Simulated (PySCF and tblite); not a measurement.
The numbers below are computed, except where a source is named.
C₃H₇Cl, numbered as in [CH3:1][CH2:2][CH2:3][Cl:4]. The same 2 conformers on PBE0-D3(BJ)/def2-SVP geometries, with only the basis set of the single-point energies changed (functional PBE0, solvent none (gas phase), D3(BJ) where defined; PySCF).

Torsions listed: C1–C2–C3–Cl4. Of a mirror pair one member is shown.

```tsv
conformer	shape	symmetry	dipole D
1	-63°	C1 (pair)	2.05
2	180°	Cs	2.14
```

Energies (kcal/mol) above conformer 1 and its weight at 298.15 K (thermal terms from GFN2-xTB):

```json
{"basis set": "def2-TZVP", "E(2) − E(1)": "0.18", "weight of 1 (%)": "71"}
{"basis set": "6-31G*", "E(2) − E(1)": "0.12", "weight of 1 (%)": "69"}
{"basis set": "def2-SVP", "E(2) − E(1)": "0.66", "weight of 1 (%)": "85"}
{"basis set": "pcseg-1", "E(2) − E(1)": "0.26", "weight of 1 (%)": "74"}
{"basis set": "6-311G**", "E(2) − E(1)": "0.20", "weight of 1 (%)": "72"}
{"basis set": "def2-SVPD", "E(2) − E(1)": "0.23", "weight of 1 (%)": "73"}
{"basis set": "pcseg-2", "E(2) − E(1)": "?", "weight of 1 (%)": "?"}
```

Q: What does pcseg-2 give?

A: E(2) − E(1) = 0.12 kcal/mol, weight of conformer 1 69 %.

Q: How much does the choice of basis set matter?

A: The widest range is that of E(2) − E(1), which runs from 0.12 (pcseg-2) to 0.66 kcal/mol (def2-SVP), a spread of 0.54, against RT = 0.59.
